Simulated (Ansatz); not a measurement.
# C2H2ClNS: the cost of one run

Program: the Python package of Ansatz 0.2.0. The levels of theory stand in the script. These are calculated values, not measurements.

### Step 1. The system

Bond lengths: N1–C2 1.172 Å, C2–C3 1.302 Å, C3–S4 1.650 Å, C3–Cl5 1.739 Å, N1–H6 1.041 Å, S4–H7 1.304 Å. Angles: N1–C2–C3 177.8°, C2–N1–H6 110.2°, C2–C3–S4 125.1°, C2–C3–Cl5 116.7°, S4–C3–Cl5 118.1°, C3–S4–H7 100.9°.

No structure file is read: the coordinates are typed or built in the script.

### Step 2. Script

Contents of methods_c2h2clns.py:

```python
"""C2H2ClNS at several levels of theory."""

from pathlib import Path

import ansatz as az
import numpy as np
from rdkit import Chem
from rdkit.Chem import AllChem

# start geometry from RDKit
rd = Chem.AddHs(Chem.MolFromSmiles("N=C=C(S)Cl"))
AllChem.EmbedMolecule(rd, randomSeed=192)
AllChem.UFFOptimizeMolecule(rd)
system = az.Crystal.molecule()
for atom, xyz in zip(rd.GetAtoms(), rd.GetConformer().GetPositions()):
    system = system.atom(atom.GetSymbol(), xyz.round(5).tolist())

base = system.calculation().basis(gaussian="cc-pVDZ")

print("functional    E (Ha)        dipole (D)   HOMO (eV)  LUMO (eV)")
for name in ["pbe0", "revpbe", "pbe", "hf", "b3lyp"]:
    data = base.functional(name).forces().orbitals().run(threads=1, pin="off", runs_dir="runs").report
    lines = Path(data["orbitals_path"]).read_text().splitlines()
    field_of = lambda key: [line.split("=")[1].strip() for line in lines if line.startswith(key)]
    orbitals = [(27.211386 * float(e), s, float(n)) for e, s, n in zip(field_of("Ene="), field_of("Spin="), field_of("Occup="))]
    homo = max(e for e, _, n in orbitals if n > 0.5)
    lumo = min(e for e, _, n in orbitals if n < 0.5)
    dipole = 4.803205 * np.linalg.norm(data["charge_distribution"]["dipole_moment_e_ang"])
    print(f"{name:10s} {data['free_energy_ev'] / 27.211386246:14.6f} {dipole:9.3f} {homo:11.3f} {lumo:10.3f}")
```

### Step 3. The calls as engine input

The engine receives this input (first run):

```yaml
crystal:
  periodic: [false, false, false]
  atoms:
    - { symbol: "N", position_ang: [1.95397, -0.41668, 0.192] }
    - { symbol: C, position_ang: [0.68472, -0.38837, 0.19414] }
    - { symbol: C, position_ang: [-0.61761, -0.35891, 0.19595] }
    - { symbol: S, position_ang: [-1.4947, 0.45568, -1.12976] }
    - { symbol: Cl, position_ang: [-1.50848, -1.12419, 1.49406] }
    - { symbol: H, position_ang: [2.48693, 0.14874, -0.5044] }
    - { symbol: H, position_ang: [-1.50483, 1.68372, -0.44199] }
basis:
  gaussian:
    orbitals: cc-pVDZ
hamiltonian:
  xc: pbe0
output:
  orbitals: {}
  forces: true
```

### Step 4. Running it

Command:

```console
$ python methods_c2h2clns.py
```

What time and memory should one allow on 1 thread of Intel Xeon Platinum 8375C at 2.90GHz (Ice Lake), shared host?

About 14 s, with a peak of 0.3 GiB.
